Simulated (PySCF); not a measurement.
Compound: C₅H₁₂N (doublet state).
Structure used (GFN2-xTB), in Å, numbered top down from 1:
```xyz
18
C5H12N angstrom
C      2.3344   -0.3096    0.4425
C      1.1291    0.5228    0.1913
N      0.0720    0.0384   -0.5826
C     -0.1455   -1.3846   -0.6261
C     -1.1196    0.8543   -0.6060
C     -1.9419    0.7928    0.6856
H      2.0863   -1.2254    0.9821
H      2.8535   -0.6047   -0.4809
H      3.0382    0.2582    1.0468
H      1.2593    1.5910    0.1187
H     -0.4166   -1.8098    0.3499
H     -0.9494   -1.5984   -1.3310
H      0.7600   -1.8787   -0.9753
H     -1.7366    0.5327   -1.4514
H     -0.8096    1.8875   -0.7841
H     -1.3101    1.0538    1.5315
H     -2.7718    1.4927    0.6346
H     -2.3403   -0.2067    0.8425
```

The hyperfine couplings belong to this conformer and change with its torsions.

Identity: `C[CH]N(C)CC` [radical].

Computed, not measured: UKS B3LYP, pcH-1 on C H N, non-relativistic, mean-field spin-orbit, GIAO in PySCF 2.14.0. Isolated species at its GFN2-xTB geometry (one conformer only). The geometry wasn't refined by DFT: couplings that depend on bond lengths, twists or pyramidal angles can differ widely from those at the functional's own minimum. No stability test was run, so a lower SCF solution isn't excluded.

Task: What is the g tensor, term by term?

Result: 
```
                    Δg (ppm)     1     2     3
relativistic mass correction  -168  -168  -168
            gauge correction     0    42    46
   orbital Zeeman/spin–orbit   -17   714  1361
                       total  -186   587  1239
```

So g = 2.00213, 2.00291, 2.00356 and g_iso = 2.00287; the tensor is rhombic: the two nearest values differ by 46 % of g3 − g1. 

Task: At 33.946 GHz, how far is the centre of the isotropic spectrum from where a free electron (g = 2.002319) resonates?

Result: B = hν/(g μB) with μB/h = 13.99624 MHz/mT gives 1211.28 mT for the free electron and 1210.95 mT at g_iso, 0.33 mT lower.

Task: How much does each term add to the isotropic shift?

Result: The orbital-Zeeman/spin–orbit term 686, the mass correction -168 and the gauge correction 29 ppm, for a total of 547 ppm. The orbital-Zeeman/spin–orbit term is the largest in size. The mass correction is the same along every axis, so the anisotropy comes from the other two: their spans along these axes are 46 (gauge) and 1378 ppm (orbital Zeeman/spin–orbit).

Task: In a frozen sample, at which fields do the three g values resonate at 9.5, 34, 94 and 263 GHz (hyperfine left aside), and which band first spreads them over more than twice a line width of 0.5 mT?

Result: 
```csv
band,GHz,B(g3) mT,B(g2) mT,B(g1) mT,spread mT
X,9.5,338.77,338.88,339.02,0.24
Q,34.0,1212.45,1212.85,1213.32,0.86
W,94.0,3352.08,3353.17,3354.46,2.38
J,263.0,9378.69,9381.74,9385.36,6.67
```

The spread grows in proportion to the frequency. W band is the first where it exceeds 1.0 mT.

The Mulliken spin populations are largest on C2 (+0.80), N3 (+0.16), H8 (+0.07) and C1 (-0.06). The angles at C2 add up to 352.2°, so it is slightly pyramidal.

The HOMO–LUMO gaps are 4.73 eV among the α and 6.35 eV among the β orbitals.
